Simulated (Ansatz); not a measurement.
Write a Python script for Ansatz's Python interface that makes harmonic frequencies at the relaxed geometry of C₂H₅F, SMILES CCF. Level of theory (for the species named): B3LYP, cc-pVDZ basis, multiplicity 1.

```yaml
atoms:
  - { symbol: C, position_ang: [-0.4058, 0.5167, -0.2457] }
  - { symbol: C, position_ang: [0.3601, -0.6115, 0.2335] }
  - { symbol: F, position_ang: [1.5828, -0.1709, 0.5205] }
  - { symbol: H, position_ang: [-1.3973, 0.2607, -0.5136] }
  - { symbol: H, position_ang: [0.0123, 0.9986, -1.1609] }
  - { symbol: H, position_ang: [-0.5028, 1.3573, 0.5073] }
  - { symbol: H, position_ang: [0.4749, -1.3812, -0.5285] }
  - { symbol: H, position_ang: [-0.0321, -1.0268, 1.1316] }
```

Script `freq_c2h5f.py`:
```python
import ansatz
import numpy as np

GEOMETRY = '''
C    -0.40580    0.51670   -0.24570
C     0.36010   -0.61150    0.23350
F     1.58280   -0.17090    0.52050
H    -1.39730    0.26070   -0.51360
H     0.01230    0.99860   -1.16090
H    -0.50280    1.35730    0.50730
H     0.47490   -1.38120   -0.52850
H    -0.03210   -1.02680    1.13160
'''


def main() -> None:
    molecule = ansatz.Crystal.molecule()
    for line in GEOMETRY.strip().splitlines():
        symbol, *xyz = line.split()
        molecule = molecule.atom(symbol, [float(v) for v in xyz])

    setup = (
        molecule.calculation()
        .basis(gaussian='cc-pVDZ')
        .functional('b3lyp')
    )
    symbols = [site.symbol for site in molecule.cartesian_sites]
    start = np.array([site.position_ang for site in molecule.cartesian_sites], dtype=float)
    def progress(event):
        if event['event'] == 'relax_step':
            row = event['data']
            print(f'step {row["step"]:3d}  E = {row["lagrangian_ev"]:.6f} eV  max force {row["allowed_force_max_ev_ang"]:.4f} eV/A')


    report = setup.relax(force_tolerance=0.003).session().plan().execute(on_event=progress).report
    end = np.array(report['positions_ang'])

    print('bond        before    after (A)')
    for i, j in [(0, 1), (0, 3), (0, 4), (0, 5), (1, 2), (1, 6), (1, 7)]:
        d0, d1 = (np.linalg.norm(xyz[i] - xyz[j]) for xyz in (start, end))
        print(f'{symbols[i]}{i}-{symbols[j]}{j}'.ljust(10), f'{d0:8.4f} {d1:8.4f}')

    minimum = ansatz.Crystal.molecule()
    for symbol, xyz in zip(symbols, end):
        minimum = minimum.atom(symbol, xyz.tolist())
    vibrating = (
        minimum.calculation()
        .basis(gaussian='cc-pVDZ')
        .functional('b3lyp')
        .phonons(temperatures=(200, 600, 100))
    )
    vib = vibrating.run(threads=1, backend='cpu').report['vibrations']
    sums = vib['harmonic_sums']
    modes = [m['omega_inv_cm'] for m in sums['modes_at_gamma'] if m['rigid_motion'] == 'no']
    print('frequencies (1/cm):', ' '.join(f'{w:.0f}' for w in modes))
    print('imaginary modes:', sum(w < 0 for w in modes), ' zero-point energy:', round(sums['zero_point_energy_ev'], 4), 'eV')
    print('T (K)   F_vib (eV)   S_vib (meV/K)   C_vib (meV/K)')
    for row in zip(sums['temperatures_k'], sums['vibrational_free_energy_ev'], vib['entropy_ev_per_k'], vib['heat_capacity_ev_per_k']):
        print(f'{row[0]:6.1f} {row[1]:11.4f} {1000 * row[2]:13.4f} {1000 * row[3]:15.4f}')


if __name__ == '__main__':
    main()
```

```console
$ python freq_c2h5f.py
step   1  E = -4872.282775 eV  max force 3.1752 eV/A
step   2  E = -4872.561790 eV  max force 1.3884 eV/A
step   3  E = -4872.598865 eV  max force 0.1826 eV/A
step   4  E = -4872.600045 eV  max force 0.0652 eV/A
step   5  E = -4872.600124 eV  max force 0.0023 eV/A
bond        before    after (A)
C0-C1        1.4454   1.5142
C0-H3        1.0585   1.1025
C0-H4        1.1156   1.1015
C0-H5        1.1327   1.1015
C1-F2        1.3310   1.3963
C1-H6        1.0892   1.1046
C1-H7        1.0644   1.1046
frequencies (1/cm): 259 405 810 890 1072 1118 1174 1286 1382 1414 1451 1472 1494 3021 3036 3063 3113 3122
imaginary modes: 0  zero-point energy: 1.8339 eV
T (K)   F_vib (eV)   S_vib (meV/K)   C_vib (meV/K)
 200.0      1.8300        0.0670          0.1316
 300.0      1.8197        0.1418          0.2525
 400.0      1.8010        0.2343          0.3984
 500.0      1.7724        0.3385          0.5388
 600.0      1.7331        0.4479          0.6617
```

What to keep in mind:
- Total energies depend on the basis set; only differences at equal settings carry meaning.
- The frequencies are harmonic and unscaled, in a modest basis. The result belongs to the one conformer reached from this start, and soft torsions count as harmonic oscillators.
- b3lyp holds the VWN-RPA fit, as in Gaussian; the form of ORCA and Turbomole is b3lyp5.
- Timing: 65 s on 1 thread of Arm Neoverse V2 (shared host), peak memory 0.19 GiB.

(Lines on the test bed's own set-up are left out of the output.)
